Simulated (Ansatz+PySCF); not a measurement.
The numbers below are computed, except where a source is named.
Input for PySCF 2.14.0:

```python
from pyscf import gto, scf, cc

mol = gto.M(atom="""
Li 0.000000 0.000000 0.000000
Al 1.090230 1.453650 3.147240
""", basis='6-31g', charge=0, spin=2)
mf = scf.UHF(mol)
mf.kernel()
mycc = cc.CCSD(mf, frozen=5).run()
et = mycc.ccsd_t()
print(mf.e_tot, mycc.e_corr, et, mycc.e_tot + et)
```

The script is written out from the run's settings.

Results

| Quantity | Value |
| --- | --- |
| Converged | yes |
| Reference energy | -249.28969 hartree |
| CCSD correlation energy | -0.03364 hartree |
| Triples correction | -0.00036 hartree |
| Total energy | -249.32369 hartree |
| Spin squared of the determinant | 2.014 |
